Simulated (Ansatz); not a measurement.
**Hexagonal-diamond C (model structure): c axis length by level of theory**

No measured value is used here.

| level (code) | value (Å) |
|---|---|
| LDA (Ansatz) | 4.136 |
| PBE (Ansatz) | [?] |
| PBE-D4 (Ansatz) | 4.164 |
| r²SCAN (Ansatz) | 4.169 |
| r²SCAN-D4 (Ansatz) | 4.162 |
| r²SCAN+rVV10 (Ansatz) | 4.166 |
| HSE06 (Ansatz) | [?] |

**Question.** What belongs in the gaps?

**Answer.** 
- PBE (Ansatz, a first-principles code), value (Å): 4.180
- HSE06 (Ansatz), value (Å): 4.150

K meshes differ between the levels. Ansatz's density-functional and Hartree–Fock values are scalar-relativistic unless marked +SOC, with PAW data made under PBE.

A model structure was made by putting elements into a prototype or built by hand; here it ended with the formula and space group of a phase in our tables.
